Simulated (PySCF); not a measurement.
Compound: C3H4FN.
InChI=1S/C3H4FN/c4-1-3-2-5-3/h1-2H2

Torsions of this conformer, `[F:1][CH2:2][C:3]1=[N:4][CH2:5]1`: F1–C2–C3–N4 164°.

The closed-shell ground state was solved at several levels (PySCF, density fitting, gas phase, non-relativistic). Isolated species at its PBE0-D3(BJ)/def2-SVP geometry (one conformer only).

| level | basis functions | total energy (Eh) | HOMO (eV) | LUMO (eV) | gap (eV) | dipole (D) |
| --- | --- | --- | --- | --- | --- | --- |
| PBE/pcSseg-2 | 236 | -271.0379 | -6.71 | -1.81 | 4.90 | 1.16 |
| PBE0/pcSseg-1 | 105 | -270.9062 | -8.03 | -0.56 | 7.47 | 1.21 |
| B3LYP/pcJ-1 | 175 | -271.2379 | -7.77 | -0.81 | 6.96 | 1.18 |

Q: Estimate the row for CAM-B3LYP/def2-SVPD, a basis of 135 functions; the other rows only guide the guess.

A: Total energy -270.9319 Eh, HOMO -9.56 eV, LUMO 0.47 eV, gap 10.03 eV, dipole 1.13 D.

Q: Over all these levels, which gives the widest orbital gap and which the narrowest?

A: CAM-B3LYP/def2-SVPD (range-separated hybrid) has the widest, 10.03 eV, and PBE/pcSseg-2 (GGA) the narrowest, 4.90 eV. Functional and basis both differ between the two, so the spread mixes both effects.

Q: How far do the dipole and the HOMO energy spread over the levels?

A: The dipole runs from 1.13 to 1.21 D (mean 1.17 D) and the HOMO from -9.56 to -6.71 eV.
